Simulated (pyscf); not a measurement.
Single points on ωB97X-D3(BJ)/def2-SVP structures (PySCF, gas phase).

Question: For H₃Si–SeH + H₂Se -> HSe–SiH₂–SeH + hydrogen (H₂), a four-centre exchange (singlet surface; H–Si, H–Se broken, Se–Si, H–H formed), PBE/def2-TZVP gives ΔE‡ = 33.4 kcal/mol and ΔE = -11.0 kcal/mol (zero: the separated reactants). In which direction and how far do B3LYP-D3(BJ)/def2-TZVP, M06-2X/def2-TZVP, ωB97M-D3(BJ)/def2-TZVP move these?

Answer: B3LYP-D3(BJ): ΔE‡ = 40.7 kcal/mol, ΔE = -11.1 kcal/mol; M06-2X: ΔE‡ = 42.8 kcal/mol, ΔE = -12.4 kcal/mol; ωB97M-D3(BJ): ΔE‡ = 44.2 kcal/mol, ΔE = -9.8 kcal/mol. PBE's barrier lies under all of them, by 7.2 to 10.8 kcal/mol. Its reaction energy lies among theirs. Low barriers are usual for a GGA, whose delocalisation error favours stretched bonds. One saddle was located; it need not be the lowest between these sides. Elements up to Kr have no core potential and no relativistic terms here.
